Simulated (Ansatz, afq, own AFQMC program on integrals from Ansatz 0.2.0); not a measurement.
AlBH, quartet: AFQMC among the cluster methods

```yaml
atoms:
  - { symbol: B, position_ang: [0.0000, -0.0920, 0.3143] }
  - { symbol: Al, position_ang: [0.0000, -0.0334, -1.8050] }
  - { symbol: H, position_ang: [0.0000, 0.1253, 1.4907] }
```

Connectivity, by distances: BH–Al.

Basis 6-31G. Noble-gas cores (and the filled d shells of Ga–Kr and In–Xe) are frozen. AFQMC by an in-house program on the Cholesky factors that Ansatz 0.2.0 writes for its CCSD(T) run. ph-AFQMC/CISD is guided by a CISD state made of CCSD amplitudes; releasing the constraint for a short imaginary time cuts its bias at the price of noise, slowly where states lie close. Error bars are statistical, one sigma.

Determinant: ROHF, the one that the program's search chose, which needn't be the lowest solution. The geometry is a PBE0/def2-TZVP stationary point of this or a neighbouring charge and spin state.

Full CI on the same integrals is exact in this basis and with this determinant's frozen core.

Cautions: another spin lies lower (by 81 meV); strong correlation (T1 0.059, weight of the determinant 0.86, largest double 0.13).

```
T1 diagnostic                               : 0.0590
weight of the determinant in the CISD state : 0.861
size of the correlated space                : 7 electrons in 18 orbitals
```

| level | correlation energy (eV) |
| --- | --- |
| MP2 | -1.8445 |
| CCSD | -2.5054 |
| CCSD(T) | -2.5937 |

**Question.** Estimate where AFQMC with the constraint released lies against CCSD(T) on the same integrals.

**Answer.** 3.0 ± 0.5 kJ/mol below CCSD(T).

Reference: full CI, correlation energy -2.636 eV. The released energy is read at 2.40 1/Eh (meV from the phaseless value at times in 1/Eh: -12 ± 7 at 0.24, -24 ± 8 at 0.51, -20 ± 5 at 0.99, -25 ± 7 at 1.62, -26 ± 6 at 2.40).

| level | E − E(reference) (kJ/mol) | share of correlation (%) |
| --- | --- | --- |
| CCSD(T) | 4.1 | 98.40 |
| CCSDT | 1.4 | 99.46 |
| CCSDT(Q) | 0.4 | 99.85 |
| CCSDTQ | 0.1 | 99.96 |
| ph-AFQMC/CISD | 3.6 ± 0.6 | 98.59 |
| released AFQMC | 1.1 ± 0.5 | 99.57 |

CCSDT and higher add their correlation energy to the determinant of the CCSD(T) run, since their own runs factorise the integrals more tightly (a shift of under 2 meV). A walk keeps the symmetry of its determinant, which the program's search chose and which needn't be the lowest solution, so a lower state of the same spin and another symmetry isn't excluded. Released energies are given only where the last usable release times agree within the noise; a slower fall can still hide under it.
